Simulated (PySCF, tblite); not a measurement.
# SiH3Cl: changes of charge

Aim: compute the changes of charge of SiH3Cl (`[SiH3]Cl`).

Computed with tblite 0.8.0 and PySCF 2.14.0 and routines of our own; the level stands in each step. Atoms count from 0.

### Step 1. The system as given

5 atoms, charge 0, multiplicity 1; geometry from: start built from the parent or by distance geometry.

### Step 2. Relaxing the molecule with GFN2-xTB

What the job is given:

```
{"job": {"kind": "relax", "xc": "GFN2-xTB", "basis": "xTB"}, "charge": 0, "multiplicity": 1}
Si    -0.095800    -0.010700     0.000500
Cl     1.962100     0.078400     0.031800
H     -0.488600    -0.995000    -1.018900
H     -0.691600     1.307400    -0.384800
H     -0.668800    -0.374500     1.337000
```

Command:

```bash
$ OMP_NUM_THREADS=1 python redox_run.py task.json out
```

One launch serves the whole session: the jobs run in the order shown.

Standard output:

```text
step      E/eV     max force
  0    -213.71744    0.823
  1    -213.74024    0.697
  2    -213.77378    0.355
  3    -213.77666    0.184
  4    -213.77917    0.140
  5    -213.78128    0.220
  6    -213.78399    0.236
  7    -213.78549    0.124
  8    -213.78589    0.037
  9    -213.78597    0.037
 10    -213.78605    0.042
 11    -213.78620    0.062
 12    -213.78638    0.057
 13    -213.78649    0.028
 14    -213.78651    0.006
```

Run time: 0.04 s. Hardware: 1 thread of Intel Xeon Platinum 8488C, shared host.

The steps of the relaxation:

```csv
step,energy from step 0 (eV),largest force (eV/Å)
0,0.0000,0.8225
1,-0.0228,0.6971
2,-0.0563,0.3555
3,-0.0592,0.1840
4,-0.0617,0.1400
5,-0.0638,0.2198
6,-0.0665,0.2362
7,-0.0680,0.1243
8,-0.0684,0.0373
9,-0.0685,0.0373
10,-0.0686,0.0419
11,-0.0688,0.0619
12,-0.0689,0.0574
13,-0.0690,0.0276
14,-0.0691,0.0064
```

Distances of close pairs at the start and the end, largest changes first:

```csv
bond,before (Å),after (Å),change (Å)
Si0–Cl1,2.060,2.010,-0.050
Si0–H4,1.499,1.458,-0.041
Si0–H3,1.497,1.458,-0.039
Si0–H2,1.470,1.458,-0.012
```

The final coordinates are the input of the step that follows.

### Step 3. Harmonic vibrations with GFN2-xTB

What the job is given:

```
{"job": {"kind": "ir", "xc": "GFN2-xTB", "basis": "xTB"}, "charge": 0, "multiplicity": 1}
Si    -0.125413    -0.005549    -0.011848
Cl     1.881133     0.097987     0.058796
H     -0.495441    -1.007251    -1.005109
H     -0.635920     1.307988    -0.386619
H     -0.607115    -0.387470     1.310410
```

Standard output:

```text
mode    cm-1     km/mol
  1     513.0     41.73
  2     545.9     41.12
  3     546.2     41.33
  4     777.6    659.24
  5     784.6    145.20
  6     785.2    144.51
  7    2295.4    277.22
  8    2296.3    276.99
  9    2318.4     68.62
ZPE 64.973  H(298)-E 77.121  G(298)-E 1.539 kJ/mol  S 253.50 J/(mol K)
```

Wall time 0.08 s (1 thread of Intel Xeon Platinum 8488C, shared host).

Which atoms move in the most intense modes:

```csv
cm⁻¹,km/mol,atoms
513,41.7,"Si0 51 %, Cl1 47 %"
546,41.3,"H2 57 %, H4 21 %, H3 12 %"
778,659.2,"H3 32 %, H2 32 %, H4 31 %"
785,145.2,"H2 54 %, H3 34 %"
785,144.5,"H4 57 %, H3 29 %"
2295,277.2,"H2 66 %, H3 23 %"
2296,277.0,"H4 53 %, H3 41 %"
2318,68.6,"H4 36 %, H3 34 %, H2 30 %"
```

### Step 4. Optimising the geometry at PBE0-D3(BJ)/def2-SVP

What the job is given:

```
{"job": {"xc": "PBE0", "basis": "def2-SVP", "d3": "d3bj", "grid": 1, "kind": "geom"}, "charge": 0, "multiplicity": 1}
Si    -0.125413    -0.005549    -0.011848
Cl     1.881133     0.097987     0.058796
H     -0.495441    -1.007251    -1.005109
H     -0.635920     1.307988    -0.386619
H     -0.607115    -0.387470     1.310410
```

Standard output:

```text
step   0  E = -751.01399612  max force = 0.025570
step   1  E = -751.01631260  max force = 0.007146
step   2  E = -751.01645240  max force = 0.000706
step   3  E = -751.01645410  max force = 0.000027
optimisation converged
```

It took 2.4 s on 1 thread of Intel Xeon Platinum 8488C, shared host.

Relaxation path:

```csv
step,energy from step 0 (eV),largest force component (eV/Å)
0,0.0000,1.3149
1,-0.0630,0.3675
2,-0.0668,0.0363
3,-0.0669,0.0014
```

Close pairs (by a distance rule), those that changed most:

```csv
bond,before (Å),after (Å),change (Å)
Si0–Cl1,2.010,2.068,+0.057
Si0–H4,1.458,1.489,+0.031
Si0–H3,1.458,1.489,+0.031
Si0–H2,1.458,1.489,+0.031
```

The next job starts from the end point, and lists it.

```csv
at the end point,value
point group (found at 0.08 Å tolerance),C3v
"rotational constants (GHz, main isotopes)","84.212, 6.554, 6.553"
dipole moment (D),1.38
```

### Step 5. Harmonic vibrations (SiH3Cl): PBE0-D3(BJ)/def2-SVP

What the job is given:

```
{"job": {"xc": "PBE0", "basis": "def2-SVP", "d3": "d3bj", "grid": 2, "kind": "hessian"}, "charge": 0, "multiplicity": 1}
Si    -0.114281    -0.003291    -0.013319
Cl     1.949142     0.105021     0.062185
H     -0.507629    -1.022164    -1.025343
H     -0.652540     1.330985    -0.396695
H     -0.625054    -0.394153     1.329544
```

Standard output:

```text
coarse grid: 5112 points
cycle   1  E = -750.9215219542  dE = -1.045e-01  |g| = 2.172e-01  |ddm| = 1.904e+00
cycle   2  E = -750.9207631473  dE =  7.588e-04  |g| = 2.235e-01  |ddm| = 6.010e-01
cycle   3  E = -750.9357996243  dE = -1.504e-02  |g| = 1.041e-02  |ddm| = 3.180e-01
cycle   4  E = -750.9358350196  dE = -3.540e-05  |g| = 2.647e-03  |ddm| = 1.586e-02
cycle   5  E = -750.9358369020  dE = -1.882e-06  |g| = 4.280e-04  |ddm| = 3.080e-03
final grid: 39792 points
cycle   6  E = -751.0164368432  dE = -2.835e-06  |g| = 8.407e-04  |ddm| = 6.208e-03
cycle   7  E = -751.0164368723  dE = -2.908e-08  |g| = 7.899e-04  |ddm| = 2.281e-03
cycle   8  E = -751.0164370471  dE = -1.748e-07  |g| = 5.489e-05  |ddm| = 1.131e-03
cycle   9  E = -751.0164370481  dE = -1.030e-09  |g| = 1.606e-05  |ddm| = 9.510e-05
cycle  10  E = -751.0164370482  dE = -8.072e-11  |g| = 2.646e-06  |ddm| = 2.648e-05
converged SCF energy = -751.0164370482

mode    cm-1
  1     560.5
  2     660.3
  3     660.6
  4     940.7
  5     941.0
  6     960.0
  7    2254.5
  8    2265.3
  9    2265.4
ZPE 68.835  H(298)-E 80.269  G(298)-E 5.522 kJ/mol  S 250.70 J/(mol K)
```

Wall time 11 s (1 thread of Intel Xeon Platinum 8488C, shared host); peak memory 0.65 GiB.

Zero-point energy 68.83 kJ/mol (xTB gave 64.97).

### Step 6. Single point (SiH₃Cl): wB97X-D3(BJ)/ma-def2-TZVP

Geometry: PBE0-D3(BJ)/def2-SVP.

What the job is given:

```
{"job": {"kind": "sp", "xc": "wB97X", "basis": "ma-def2-TZVP", "d3": "d3bj", "grid": 2}, "charge": 0, "multiplicity": 1}
Si    -0.114281    -0.003291    -0.013319
Cl     1.949142     0.105021     0.062185
H     -0.507629    -1.022164    -1.025343
H     -0.652540     1.330985    -0.396695
H     -0.625054    -0.394153     1.329544
```

Standard output:

```text
coarse grid: 5112 points
cycle   1  E = -751.5721811172  dE = -1.485e-01  |g| = 2.786e-01  |ddm| = 1.488e+00
cycle   2  E = -751.5887596081  dE = -1.658e-02  |g| = 1.946e-01  |ddm| = 3.874e-01
cycle   3  E = -751.5970674566  dE = -8.308e-03  |g| = 1.891e-02  |ddm| = 1.512e-01
cycle   4  E = -751.5971823630  dE = -1.149e-04  |g| = 5.430e-03  |ddm| = 2.414e-02
cycle   5  E = -751.5971954515  dE = -1.309e-05  |g| = 1.030e-03  |ddm| = 9.117e-03
cycle   6  E = -751.5971958371  dE = -3.856e-07  |g| = 2.530e-04  |ddm| = 1.772e-03
final grid: 39792 points
cycle   7  E = -751.5942976417  dE = -1.083e-05  |g| = 4.277e-03  |ddm| = 9.897e-03
cycle   8  E = -751.5942985010  dE = -8.593e-07  |g| = 2.123e-03  |ddm| = 2.916e-03
cycle   9  E = -751.5942989630  dE = -4.620e-07  |g| = 1.715e-04  |ddm| = 1.427e-03
cycle  10  E = -751.5942989700  dE = -7.023e-09  |g| = 3.874e-05  |ddm| = 1.439e-04
converged SCF energy = -751.5942989700
```

Run time: 1.2 s. Hardware: 1 thread of Intel Xeon Platinum 8488C, shared host.

### Step 7. Single point (SiH3Cl+ (doublet)): wB97X-D3(BJ)/ma-def2-TZVP

Geometry: PBE0-D3(BJ)/def2-SVP, that of another charge or spin state.

What the job is given:

```
{"job": {"kind": "sp", "xc": "wB97X", "basis": "ma-def2-TZVP", "d3": "d3bj", "grid": 2}, "charge": 1, "multiplicity": 2}
Si    -0.114281    -0.003291    -0.013319
Cl     1.949142     0.105021     0.062185
H     -0.507629    -1.022164    -1.025343
H     -0.652540     1.330985    -0.396695
H     -0.625054    -0.394153     1.329544
```

Standard output:

```text
final grid: 39792 points
cycle   1  E = -751.1496589718  dE = -2.485e-02  |g| = 1.595e-01  |ddm| = 3.554e-01
cycle   2  E = -751.1546721860  dE = -5.013e-03  |g| = 1.237e-01  |ddm| = 2.287e-01
cycle   3  E = -751.1605009406  dE = -5.829e-03  |g| = 9.636e-03  |ddm| = 9.268e-02
cycle   4  E = -751.1606287783  dE = -1.278e-04  |g| = 5.605e-03  |ddm| = 1.282e-02
cycle   5  E = -751.1606983934  dE = -6.962e-05  |g| = 2.515e-03  |ddm| = 1.080e-02
cycle   6  E = -751.1607296702  dE = -3.128e-05  |g| = 1.714e-03  |ddm| = 7.744e-03
cycle   7  E = -751.1607475497  dE = -1.788e-05  |g| = 7.007e-04  |ddm| = 7.760e-03
cycle   8  E = -751.1607509538  dE = -3.404e-06  |g| = 2.184e-04  |ddm| = 4.044e-03
cycle   9  E = -751.1607511512  dE = -1.974e-07  |g| = 5.973e-05  |ddm| = 9.764e-04
cycle  10  E = -751.1607511626  dE = -1.140e-08  |g| = 1.285e-05  |ddm| = 2.690e-04
cycle  11  E = -751.1607511630  dE = -3.541e-10  |g| = 3.092e-06  |ddm| = 3.697e-05
converged SCF energy = -751.1607511630
```

Wall time 2.7 s (1 thread of Intel Xeon Platinum 8488C, shared host).

### Step 8. Optimising the geometry with GFN2-xTB

This step treats SiH3Cl+ (doublet), labelled `[SiH3][Cl+]` (the label fixes atoms and charge, not where charge and spin sit).

What the job is given:

```
{"job": {"kind": "relax", "xc": "GFN2-xTB", "basis": "xTB"}, "charge": 1, "multiplicity": 2}
Si    -0.098000    -0.009400    -0.018600
Cl     1.938400     0.113700     0.039200
H     -0.490200    -1.029800    -1.022200
H     -0.655000     1.345600    -0.417300
H     -0.628300    -0.398000     1.340900
```

Standard output:

```text
step      E/eV     max force
  0    -199.08947    0.525
  1    -199.09927    0.401
  2    -199.11261    0.136
  3    -199.11315    0.097
  4    -199.11347    0.047
  5    -199.11365    0.049
  6    -199.11374    0.048
  7    -199.11393    0.045
  8    -199.11414    0.043
  9    -199.11430    0.029
 10    -199.11434    0.012
 11    -199.11435    0.007
 12    -199.11805    0.241
 13    -199.11939    0.202
 14    -199.12352    0.151
 15    -199.12438    0.149
 16    -199.13347    0.360
 17    -199.13800    0.165
 18    -199.13980    0.102
 19    -199.14097    0.062
 20    -199.14120    0.058
 21    -199.14205    0.095
 22    -199.14256    0.091
 23    -199.14307    0.071
 24    -199.14328    0.041
 25    -199.14337    0.026
 26    -199.14341    0.024
 27    -199.14344    0.017
 28    -199.14346    0.019
 29    -199.14349    0.029
 30    -199.14354    0.037
 31    -199.14360    0.035
 32    -199.14364    0.018
 33    -199.14365    0.005
```

Run time: 0.03 s. Hardware: 1 thread of Intel Xeon Platinum 8488C, shared host.

Step by step: (not every step is listed)

```csv
step,energy from step 0 (eV),largest force (eV/Å)
0,0.0000,0.5255
1,-0.0098,0.4014
2,-0.0231,0.1365
3,-0.0237,0.0970
4,-0.0240,0.0470
5,-0.0242,0.0492
6,-0.0243,0.0484
7,-0.0245,0.0453
8,-0.0247,0.0428
10,-0.0249,0.0122
12,-0.0286,0.2409
14,-0.0341,0.1510
16,-0.0440,0.3598
18,-0.0503,0.1023
20,-0.0517,0.0583
22,-0.0531,0.0906
24,-0.0538,0.0407
26,-0.0539,0.0242
28,-0.0540,0.0190
29,-0.0540,0.0286
30,-0.0541,0.0375
31,-0.0541,0.0347
32,-0.0542,0.0181
33,-0.0542,0.0046
```

Close pairs (by a distance rule), those that changed most:

```csv
bond,before (Å),after (Å),change (Å)
Si0–Cl1,2.041,1.976,-0.065
Si0–H3,1.518,1.454,-0.064
Si0–H2,1.484,1.517,+0.033
Si0–H4,1.510,1.516,+0.006
```

The final coordinates are the input of the step that follows.

(Part 1 of 2 ends here.)
